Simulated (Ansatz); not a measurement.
Mulliken charges of H$_{2}$OSi (`O[SiH]`) from r2SCAN/def2-TZVPP in Ansatz (PBE0-D4/def2-TZVP geometry).

```csv
atom,x (Å),y (Å),z (Å),charge (e)
O1,0.068,-0.757,0.220,-0.352
Si2,0.235,0.868,-0.061,0.265
H3,0.736,-1.126,0.805,0.215
H4,-0.984,0.954,-0.984,-0.127
```

Question: By hand: the dipole of these point charges (1 e Å = 4.8032 D).

Answer: Σ q r = (0.322, 0.133, 0.204) e Å, of length 0.404 e Å = 1.94 D.

Question: How does the dipole of the full density compare? (Best estimate.)

Answer: Ansatz gave: (0.175, -0.118, 0.158) e Å, 1.27 D; the point charges give 1.53 times that, at 47° from its direction.

Point charges leave out the atoms' own dipoles, such as those of lone pairs, and Mulliken's split depends on the basis, so the two needn't agree.
